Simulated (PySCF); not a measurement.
Point-charge models of sulfuryl chloride (`O=S(Cl)(=O)Cl`) against its computed dipole.

Coordinates (PBE0-D3(BJ)/def2-TZVP, Å) and charges (e) from the PBE0/pcSseg-2 density (PySCF):

| atom | x | y | z | Mulliken | IAO | Hirshfeld | ESP-fitted |
| --- | --- | --- | --- | --- | --- | --- | --- |
| O1 | 0.888 | -0.498 | -1.182 | -0.3667 | -0.8089 | -0.2482 | -0.2632 |
| S2 | 0.175 | -0.185 | 0.000 | +0.8672 | +2.0206 | +0.4913 | +0.5079 |
| O3 | 0.386 | -0.856 | 1.229 | -0.3667 | -0.8089 | -0.2482 | -0.2638 |
| Cl4 | 0.377 | 1.790 | 0.336 | -0.0669 | -0.2014 | +0.0026 | +0.0097 |
| Cl5 | -1.790 | -0.285 | -0.424 | -0.0669 | -0.2015 | +0.0025 | +0.0093 |

Task: What dipole does each set of charges give (1 e·Å = 4.803 D), and what does the density give?

Result: The full density gives (-1.26, 1.35, -0.06) D, 1.85 D in size; dipole vectors point from the negative to the positive end.

| scheme | μx | μy | μz | size (D) | share of the full size (%) | angle to the full dipole (°) |
| --- | --- | --- | --- | --- | --- | --- |
| Mulliken | -1.06 | 1.13 | -0.05 | 1.55 | 84 | 0 |
| IAO | -1.88 | 2.01 | -0.09 | 2.76 | 150 | 0 |
| Hirshfeld | -1.12 | 1.20 | -0.06 | 1.64 | 89 | 0 |
| ESP-fitted | -1.25 | 1.33 | -0.07 | 1.83 | 99 | 0 |

Task: Which set comes closest?

Result: Length of the difference vector: ESP-fitted 0.02 D, Hirshfeld 0.20 D, Mulliken 0.29 D, IAO 0.91 D. Closest: ESP-fitted. 

Task: What is left for the Hirshfeld atoms' own dipoles?

Result: The Hirshfeld atoms' densities add up to the full density, so μ = Σ q r + Σ (atomic dipoles). The atomic dipoles sum to (-1.26, 1.35, -0.06) − (-1.12, 1.20, -0.06) = (-0.14, 0.15, 0.00) D, 0.20 D in size.

Task: With the origin at the mean of the coordinates, (0.007, -0.007, -0.008) Å, which are the largest single terms, by size, of the Mulliken dipole along the direction of the full one?

Result: O3 +1.62, O1 +1.62, S2 -1.02, Cl4 -0.34, Cl5 -0.33 D; all 5 atoms together +1.55 D. The single terms depend on the origin, their sum doesn't.

Task: Give the size of the full dipole in other units.

Result: 1.85 D = 0.726 au = 0.384 e·Å = 6.15 × 10⁻³⁰ C·m.

Isolated species at its PBE0-D3(BJ)/def2-TZVP geometry, gas phase.

The run behind these numbers computed NMR shieldings as well. The run took 10 s wall, 27 s CPU on an Intel Xeon Platinum 8488C with 2 threads, shared host, and the process peaked at 1.4 GiB of memory.
